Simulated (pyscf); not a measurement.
**Addition across a multiple bond or ene-type step: O=Si: [singlet] + NH₃ → H₂N–Si:–OH [singlet]**

Gas phase, singlet surface, charge 0. Bonds broken: N3–H4. Bonds formed: Si1–N3, O2–H4. PySCF, gas phase, ωB97X-D3(BJ)/def2-SVP geometries. Correlated levels are frozen-core, on RHF or UHF. ΔMP2 is the change of the MP2 total energy from the triple- to the quadruple-zeta basis.

Transition state (Å):

```xyz
6

Si    -0.0979     0.1649     1.0981
O     -1.6323     0.4693     1.4643
N     -0.9329    -0.2344    -0.6432
H     -1.7845     0.1303     0.2325
H     -0.9607    -1.1980    -0.9835
H     -0.7576     0.3788    -1.4422
```

One imaginary mode, 1523i cm⁻¹; descent along it reached the two sides named, in the forms told below.

```csv
bond,change,reactant side (Å),saddle,product side
N3–H4,breaks,1.023,1.275,2.7
Si1–N3,forms,2.329,1.972,1.729
O2–H4,forms,2.477,1.287,0.965
```

Electronic energies relative to the separated reactants (eV):

```
level                             barrier  reaction energy  reverse barrier
--------------------------------  -------  ---------------  ---------------
ωB97X-D3(BJ)/def2-TZVP               0.21            -1.40             1.61
PBE/def2-TZVP                        0.09            -1.19             1.28
r²SCAN/def2-TZVP                     0.13            -1.32             1.45
B3LYP-D3(BJ)/def2-TZVP               0.27            -1.26             1.53
PBE0-D3(BJ)/def2-TZVP                0.07            -1.42             1.49
M06-2X/def2-TZVP                     0.16            -1.44             1.61
ωB97M-D3(BJ)/def2-TZVP               0.29            -1.27             1.57
HF/def2-TZVP                         0.79            -1.40             2.18
MP2/def2-QZVPP                       0.37            -1.14             1.51
CCSD/def2-TZVPP                      0.45            -1.25             1.69
CCSD(T)/def2-TZVPP                   0.40            -1.17             1.57
CCSD(T)/def2-TZVPP + ΔMP2(QZVPP)     0.39            -1.20             1.59
```

With CCSD(T)/def2-TZVPP + ΔMP2(QZVPP) energies and thermal terms (ideal gas, 1 atm, RRHO with modes under 100 cm⁻¹ raised to 100, one conformer, R ln 2 for chiral ones without a mode under 150 cm⁻¹), in eV:

```json
[
 {"T (K)": "298", "ΔH‡": "0.31", "ΔG‡": "0.73", "ΔH": "-1.17", "ΔG": "-0.78"},
 {"T (K)": "600", "ΔH‡": "0.31", "ΔG‡": "1.15", "ΔH": "-1.14", "ΔG": "-0.39"},
 {"T (K)": "900", "ΔH‡": "0.33", "ΔG‡": "1.57", "ΔH": "-1.09", "ΔG": "-0.02"},
 {"T (K)": "1200", "ΔH‡": "0.35", "ΔG‡": "1.99", "ΔH": "-1.05", "ΔG": "+0.33"}
]
```

On the reactant side the descent ends in a bound adduct, 0.50 eV under the separated species and 0.71 eV under the saddle at ωB97X-D3(BJ)/def2-TZVP. This is the saddle that the search found; another between the same sides may lie lower. The CCSD(T) − MP2 part came from Ansatz, without density fitting, on the same reference.
